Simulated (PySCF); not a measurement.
Worked example: chemical shift, span and skew from a shielding tensor

methanidylidynesulfanium (CS), SMILES [C-]#[S+]. Atoms are numbered in the order given.

```xyz
2

C      0.0000     0.0000    -1.1122
S      0.0000     0.0000     0.4171
```
Charge 0, spin multiplicity 1.

Coordinates come from a PBE0-D3(BJ)/def2-TZVPD optimisation.

GIAO shieldings from B3LYP/pcSseg-2 (PySCF), non-relativistic, no solvent. The symmetric part of the tensor of C1 has the principal values -569.4, -569.4, 274.8 ppm. The same nucleus in TMS has σ = 181.3 ppm at this level (PySCF, at its B3LYP-D3(BJ)/def2-TZVP geometry).

Problem. Work out the isotropic shielding, the ¹³C shift against TMS, the span and the skew.

Solution. 
σ(iso) = (σ11 + σ22 + σ33)/3 = -288.0 ppm. δ = σ(ref) − σ(iso) = 181.3 − (-288.0) = 469.3 ppm.
Span Ω = σ33 − σ11 = 844.2 ppm. Skew κ = 3(σ(iso) − σ22)/Ω = 1.00, an axial tensor. Tumbling in solution averages the tensor to δ; in a static solid the shielding alone would spread this spin-1/2 line over Ω.
